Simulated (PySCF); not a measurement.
A structure optimised at B3LYP-D3(BJ)/def2-TZVPD, used in a PySCF frequency run:

```
N
C 1 1.1642
H 1 0.9978 2 180.00
```

Write its SMILES, formula and point group.

[C-]#[NH+], CHN, C∞v

What are its rotational constants (standard atomic weights)?

45.733 GHz (linear rotor, B only)
